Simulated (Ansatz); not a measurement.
**B₂H (doublet): the correlation ladder, cc-pVTZ**

An exercise on one series of results from a longer session: the logs are not shown, and one member is left open.

Method: cc-pVTZ, core rule «outside noble gas», up to 2 orbitals frozen; program: Ansatz 0.2.0, Gaussian basis.

To be run: UHF; CCSD(T) on ROHF; CCSD(T) on UHF; BCCD(T) on ROHF; CCSDT(Q) on ROHF; CCSDT(Q) on UHF; CASSCF and MRCISD+Q, 7 electrons in 9 orbitals; CASSCF and NEVPT2, 7 electrons in 9 orbitals.

22 further runs of the same task are left out: 4 for a known fault of the program, 5 that didn't finish, 13 set aside as unsound or not needed.

**The geometry**

The geometry is a PBE0/def2-TZVP stationary point (not a proven minimum) of the parent state, kept for this charge and spin.

3 atoms, charge 0, spin multiplicity 2.

Atoms are counted from 1 here; the program's logs count them from 0.

Bond lengths: B1–B2 1.520 Å, B1–H3 1.178 Å. Angles: B2–B1–H3 180.0°.

The first run:

in.yaml

```yaml
crystal:
  periodic: [false, false, false]
  atoms:
    - {symbol: B, position_ang: [0.000000, 0.000000, 0.114060]}
    - {symbol: B, position_ang: [0.000000, 0.000000, -1.406367]}
    - {symbol: H, position_ang: [0.000000, 0.000000, 1.292307]}
basis:
  gaussian: {orbitals: cc-pVTZ}
magnetization: {spin_polarized: true, initial_magnetization: 1}
hamiltonian: {xc: hf}
output: {orbitals: {seedname: orbitals}}
```

Launch:

```bash
$ ansatz run in.yaml --threads 1 --pin off --events-out ev --progress --plain --max-ram 2393MiB
```

Steps of the session up to this table: UHF; CCSD(T) on ROHF; CCSD(T) on UHF; BCCD(T) on ROHF; CCSDT(Q) on ROHF; CCSDT(Q) on UHF; CASSCF and MRCISD+Q, 7 electrons in 9 orbitals; CASSCF and NEVPT2, 7 electrons in 9 orbitals.

One table of the session follows, with a row left open; its other results are not shown here.

```
          method  from RCCSDT(Q) (kcal/mol)
            ROHF                    +118.96
            RMP2                     +29.23
            UMP2                     +17.50
           RCCSD                     +10.18
           UCCSD                      -3.87
        RCCSD(T)                      +5.09
        UCCSD(T)                     -11.34
         BCCD(T)                      +5.10
          RCCSDT                      +1.59
          UCCSDT                     -19.90
       RCCSDT(Q)                          0
       UCCSDT(Q)                     -24.08
  CASSCF valence                     +67.28
  NEVPT2 valence                     +15.67
  MRCISD valence                      +3.64
MRCISD+Q valence                          ?
```

**Question.** Estimate the row for MRCISD+Q valence.

As computed: from RCCSDT(Q) (kcal/mol): +0.33. In the column «from RCCSDT(Q) (kcal/mol)» it lies between RCCSDT(Q) (0) and RCCSDT (+1.59).

Among the levels timed on like hardware and quicker than the yardstick, those that no quicker one beats, quickest first: NEVPT2 valence (4.3 s, +15.67 kcal/mol); MRCISD+Q valence (6 s, +0.33 kcal/mol).

Left out of the table: UHF (another determinant or state than the rows shown).

To keep in mind: The determinant is far from a pure spin state, so its energy mixes those of several spin states (harmless only where they are near-degenerate, as at dissociation). The report flags that the cluster equations may have other roots. The program flags UCCSD(T), RCCSDT(Q), UCCSDT(Q) as in doubt, so the zero of the table is itself unsure. With 3.0 effectively unpaired electrons against 1 the state is strongly multireference. Warnings: spin contamination; coupled cluster took another determinant than the lowest. Restricted and unrestricted rows rest on different reference determinants; where their highest levels disagree by more than a few hundredths of an eV, they describe different states and don't form one ladder. Warnings in the runs' records: large difference, lower state, other roots.
